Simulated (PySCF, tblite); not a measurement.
**LiHF+, an ion with solvent molecules: NMR shifts, interaction energy, infrared bands, spin-spin couplings, core binding energies and electronic excitations**

The task here is to estimate one member of a computed series from the others.

Programs: tblite 0.8.0 and PySCF 2.14.0. All values are calculated, for the isolated system unless a continuum is named. Atoms count from 0, parts from 1.

### The system as given

3 atoms, charge 1, multiplicity 1; geometry: rigid parts in contact. Parts: 1 = atom 0, `[Li+]`, charge 1; 2 = atoms 1–2, `F`, charge 0.

Set-up of the first run:

Job settings and geometry (Å):

```
{"job": {"kind": "dock", "xc": "GFN2-xTB", "basis": "xTB"}, "charge": 1, "multiplicity": 1, "parts": [{"atoms": "0-0", "charge": 1, "multiplicity": 1}, {"atoms": "1-2", "charge": 0, "multiplicity": 1}]}
Li     0.000000     0.000000     0.000000
F      1.325679     1.719335     0.272672
H      1.594208     2.484972    -0.186881
```

Method: GFN2-xTB search for minima from random contacts, gas phase.

Run with:

```sh
$ OMP_NUM_THREADS=1 python cluster_run.py task.json out
```

The driver reads the jobs from task.json and runs them one after another.

Among the steps run: Search for minima with GFN2-xTB; Geometry optimisation at PBE0-D3(BJ)/def2-TZVPD; Nuclear shieldings: PBE0/pcSseg-3; Coupled-cluster interaction energy: CCSD(T) and MP2.

One of the session's tables, all rows but one given; the rest of the session is left out.

It belongs to the step «Coupled-cluster interaction energy: CCSD(T) and MP2». 

| method | interaction energy (kcal/mol) |
| --- | --- |
| HF/aug-cc-pVDZ | -23.35 |
| MP2/aug-cc-pVDZ | -20.93 |
| CCSD/aug-cc-pVDZ | -21.15 |
| CCSD(T)/aug-cc-pVDZ | -20.93 |
| HF/aug-cc-pVQZ | -24.17 |
| MP2/aug-cc-pVQZ | ? |
| SCS-MP2/aug-cc-pVQZ | -22.05 |
| MP2, extrapolated | -22.06 |
| CCSD(T), limit estimate | -22.06 |

Estimate the missing values for MP2/aug-cc-pVQZ.

As computed: interaction energy (kcal/mol): -21.99. In the column «interaction energy (kcal/mol)» it lies between SCS-MP2/aug-cc-pVQZ (-22.05) and CCSD/aug-cc-pVDZ (-21.15).
